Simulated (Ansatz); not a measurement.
Results of PBE (plane waves, PAW; Ansatz, a first-principles code) for litharge PbO.

Run with plane-wave cutoff 500 eV, 8×8×6 k mesh (along the axes of the cell as run), gaussian smearing 0.02 eV, scalar-relativistic PAW data made under PBE.

Cell (relaxed at this level):

```
PbO
1.0
    4.05637     0.00000     0.00000
    0.00000     4.05637     0.00000
    0.00000     0.00000     5.61419
Pb O
2 2
Direct
  0.00000   0.50000   0.21200
  0.50000   0.00000   0.78800
  0.00000   0.00000   0.00000
  0.50000   0.50000   0.00000
```

### Question
Predict the band gap.

### Answer

- band gap = 1.82 eV (on the SCF k mesh)

Note: the cell comes from a level without a dispersion term, which matters for the spacing of layers, chains or molecules; the cell has widely spaced layers and the level no dispersion term, so their spacing and the moduli can rest on weak binding.

Spin–orbit coupling is not included; with these elements it can move the gap by several tenths of an eV or more.

Computed values are for the static lattice.

Computing time: roughly 100 core-seconds.
